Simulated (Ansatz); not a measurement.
C₃H₈N₂ (`C/N=C/NC`) from Hartree–Fock to CCSD(T)

Z-matrix (Å, degrees):
```
C
N 1 1.436
H 1 1.102 2 113.7
H 1 1.094 2 110.1 3 -121.4
H 1 1.095 2 110.2 3 121.3
C 2 1.266 1 117.4 3 -2.1
N 6 1.360 2 123.0 1 -176.6
H 6 1.100 2 123.3 1 1.5
C 7 1.440 6 120.4 2 -8.6
H 7 1.004 6 116.4 2 -162.4
H 9 1.090 7 109.1 6 175.8
H 9 1.096 7 112.4 6 -62.7
H 9 1.091 7 109.5 6 56.5
```

Total charge 0; spin multiplicity 1. The structure was optimised at the PBE0-D4/def2-TZVP level. It is one conformer, not always the lowest. Frozen core, restricted reference, the Gaussian-basis code of Ansatz. CBS rows extrapolate triple and quadruple zeta; past MP2 they add the triple-zeta difference.

```json
{"basis": "def2-SVP", "HF (Eh)": "-226.97172", "MP2 corr.": "-0.75168", "CCSD corr.": "-0.80313", "(T)": "-0.02599", "CCSD(T) total": "-227.80084"}
{"basis": "def2-TZVPP", "HF (Eh)": "?", "MP2 corr.": "-0.92516", "CCSD corr.": "-0.96306", "(T)": "?", "CCSD(T) total": "?"}
{"basis": "def2-QZVPP", "HF (Eh)": "-227.23982", "MP2 corr.": "?", "CCSD corr.": "–", "(T)": "–", "CCSD(T) total": "–"}
{"basis": "CBS(def2)", "HF (Eh)": "-227.24134", "MP2 corr.": "?", "CCSD corr.": "-1.06981", "(T)": "as TZ", "CCSD(T) total": "?"}
```

**Question.** Fill in the withheld values. (Estimate.)

**Answer.** The calculation gave: def2-TZVPP HF (Eh): -227.22881; def2-TZVPP (T): -0.04104; def2-TZVPP CCSD(T) total: -228.23291; def2-QZVPP MP2 corr.: -0.98649; CBS(def2) MP2 corr.: -1.03191; CBS(def2) CCSD(T) total: -228.35219.
